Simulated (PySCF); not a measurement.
# [CHO2]− (formate(1-)): levels of theory compared

We compute a comparison of 6 runs (SVWN5/STO-3G, r2SCAN/STO-3G, CCSDT(Q)/STO-3G, CCSDT/STO-3G, NEVPT2(2,2)/STO-3G, UCCSD(T)/STO-3G) of [CHO2]− (formate(1-)). The job is set up through a Python script.

Program for the calculation: PySCF 2.14.0.

3 further runs of the same task are left out: 3 set aside as unsound or not needed.

### Step 1. The system as given

[CHO2]− has 4 atoms, charge -1, and is taken as a singlet. SMILES: `O=C[O-]`. The C2–O3 distance was set to 1.844 Å, away from the relaxed value.

Bond lengths: O1–C2 1.230 Å, C2–H4 1.190 Å. Angles: O1–C2–H4 114.2°. A long bond or contact: C2–O3 1.844 Å.

### Step 2. A single-point energy at SVWN5/STO-3G (run 1)

Input file calc.py:

```python
from pyscf import gto, dft

mol = gto.M(
    atom=[
    ('O', (-1.575101, 0.480716, 0.454417)),
    ('C', (-0.415251, 0.426976, 0.049677)),
    ('O', (0.782030, -0.972240, -0.052910)),
    ('H', (0.010979, 1.463826, -0.348593)),
],
    verbose=3,
    spin=0,
    charge=-1,
    max_memory=1860,
    basis='sto-3g',
)

mf = dft.RKS(mol, xc='svwn')
mf.grids.level = 5
mf.conv_tol = 1e-10
mf.kernel()
if not mf.converged:
    mf = mf.newton().run(mf.mo_coeff, mf.mo_occ)

e_tot = mf.e_tot
print('E(%s) = %.9f' % ('SVWN5', e_tot))
```

Started as:

```console
$ OMP_NUM_THREADS=1 python calc.py
```

Output:

```text
converged SCF energy = -184.838324593967
E(SVWN5) = -184.838324594
```

It took 2.8 s on 1 thread of Arm Neoverse V1, shared host; peak memory 0.14 GiB.

### Step 3. A single-point energy at r2SCAN/STO-3G (run 2)

Input file job.py:

```python
from pyscf import gto, dft

system = gto.Mole()
system.atom = '''
O     -2.976510     0.908422     0.858724
C     -0.784711     0.806868     0.093876
O      1.477823    -1.837267    -0.099985
H      0.020747     2.766230    -0.658745
'''
system.verbose = 3
system.charge = -1
system.unit = 'bohr'
system.max_memory = 1860
system.spin = 0
system.basis = 'sto-3g'
system.build()

mf = dft.RKS(system)
mf.xc = 'r2scan'
mf.conv_tol = 1e-10
mf.grids.level = 5
mf.kernel()
if not mf.converged:
    mf = mf.newton().run(mf.mo_coeff, mf.mo_occ)

e_final = mf.e_tot
print('E(%s) = %.9f' % ('R2SCAN', e_final))
```

Started as:

```console
$ OMP_NUM_THREADS=1 python job.py
```

Output:

```text
converged SCF energy = -186.228570586151
E(R2SCAN) = -186.228570586
```

It took 7.8 s on 1 thread of Arm Neoverse V1, shared host; peak memory 0.19 GiB.

Run 3 isn't shown in full; the table further down has it.

### Step 4. A single-point energy at CCSDT/STO-3G (run 4)

Input file run.py:

```python
from pyscf import gto, scf, cc

mol = gto.Mole()
mol.atom = '''
O   -1.575101   0.480716   0.454417
C   -0.415251   0.426976   0.049677
O    0.782030  -0.972240  -0.052910
H    0.010979   1.463826  -0.348593
'''
mol.verbose = 3
mol.basis = 'sto-3g'
mol.max_memory = 1860
mol.charge = -1
mol.build()

mf = scf.RHF(mol)
mf.conv_tol = 1e-10
mf.kernel()
if not mf.converged:
    mf = mf.newton().run(mf.mo_coeff, mf.mo_occ)

mycc = cc.CCSDT(mf, frozen=3)
mycc.kernel()
energy = mycc.e_tot
print('Final energy', energy)
```

Started as:

```console
$ OMP_NUM_THREADS=1 python run.py
```

Output:

```text
converged SCF energy = -185.324088038121
_make_eris_incore_RCCSDT

WARN: A large `blksize` is being used, which may cause large memory consumption
      for storing contraction intermediates. If memory is sufficient, consider using
      `pyscf.cc.rccsdt_highm.RCCSDT` instead.

RCCSDT converged
E(RCCSDT) = -185.5134428705379   E_corr = -0.1893548324165875
E_corr(same-spin) = -0.0321180623444367
E_corr(oppo-spin) = -0.157236770072151
Final energy -185.51344287053786
```

Wall time 2.4 s (1 thread of Arm Neoverse V1, shared host); peak memory 0.1 GiB.

Run 5 isn't shown in full; the table further down has it.

### Step 5. The energy at UCCSD(T)/STO-3G (run 6)

Input file run.py:

```python
from pyscf import gto, scf, cc

molecule = gto.M(
    atom=[
    ('O', (-1.575101, 0.480716, 0.454417)),
    ('C', (-0.415251, 0.426976, 0.049677)),
    ('O', (0.782030, -0.972240, -0.052910)),
    ('H', (0.010979, 1.463826, -0.348593)),
],
    verbose=3,
    max_memory=1860,
    basis='sto-3g',
    charge=-1,
    spin=0,
)

mf = scf.UHF(molecule)
mf.conv_tol = 1e-10
mf.kernel()
if not mf.converged:
    mf = mf.newton().run(mf.mo_coeff, mf.mo_occ)
for _ in range(3):
    mo, _, stable, _ = mf.stability(return_status=True)
    if stable:
        break
    mf.kernel(mf.make_rdm1(mo, mf.mo_occ))

mycc = cc.CCSD(mf, frozen=3)
mycc.kernel()
e_t = mycc.ccsd_t()
e_tot = mycc.e_tot + e_t
print('E = %.10f Eh' % e_tot)
```

Started as:

```console
$ OMP_NUM_THREADS=1 python run.py
```

Output:

```text
converged SCF energy = -185.324088039  <S^2> = 1.6391704e-07  2S+1 = 1.0000003
<class 'pyscf.scf.uhf.UHF'> wavefunction has an internal instability
converged SCF energy = -185.326340797807  <S^2> = 0.3777704  2S+1 = 1.5846393
<class 'pyscf.scf.uhf.UHF'> wavefunction is stable in the internal stability analysis
E(UCCSD) = -185.4994351859379  E_corr = -0.1730943881309828
UCCSD(T) correction = -0.00862994301367269
E = -185.5080651290 Eh
```

Run time: 1.6 s. Hardware: 1 thread of Arm Neoverse V1, shared host; peak memory 0.12 GiB.

### Step 6. Overview of the runs

| run | level | integration grid | frozen core orbitals | energy (Eh) | HOMO energy (eV) | LUMO energy (eV) | HOMO–LUMO gap (eV) | wall time |
| --- | --- | --- | --- | --- | --- | --- | --- | --- |
| 1 | SVWN5/STO-3G | 5 | – | -184.838325 | 9.84 | 11.02 | 1.18 | 2.8 s |
| 2 | r2SCAN/STO-3G | 5 | – | -186.228571 | 9.18 | 10.89 | 1.71 | 7.8 s |
| 3 | CCSDT(Q)/STO-3G | – | 3 | -185.515283 | 1.88 | 16.92 | 15.03 | 4.2 s |
| 4 | CCSDT/STO-3G | – | 3 | -185.513443 | 1.88 | 16.92 | 15.03 | 2.4 s |
| 5 | NEVPT2(2,2)/STO-3G | – | – | -185.462965 | 1.88 | 16.92 | 15.03 | 1.1 s |
| 6 | UCCSD(T)/STO-3G | – | 3 | -185.508065 | 2.77 | 17.36 | 14.60 | 1.6 s |

### Step 7. What came out

| quantity | value |
| --- | --- |
| run 6: total energy | -185.50807 Eh |
| run 6: HOMO energy (Hartree–Fock orbitals) | 2.77 eV |
| run 6: LUMO energy (Hartree–Fock orbitals) | 17.36 eV |
| run 6: HOMO–LUMO gap (to an unbound level, set by the basis) | 14.60 eV |
| run 6: correlation energy (3 core orbitals frozen) | -181.7 mEh |
| run 6: (T) correction | -8.63 mEh |
| run 6: ⟨S²⟩ of the reference determinant | 0.378 |
| run 6: T1 diagnostic | 0.075 |

Totals of different functionals can't be ranked against each other. In runs 1, 2, 3, 4, 5, 6 the HOMO lies above zero, so the outermost electron may be held by the basis alone. In runs 1, 2, 3, 4, 5, 6 the basis is minimal, so the values are rough. Spin contamination of the reference: run 6 ⟨S²⟩ = 0.38. All runs together took 20 s, the longest 7.8 s.
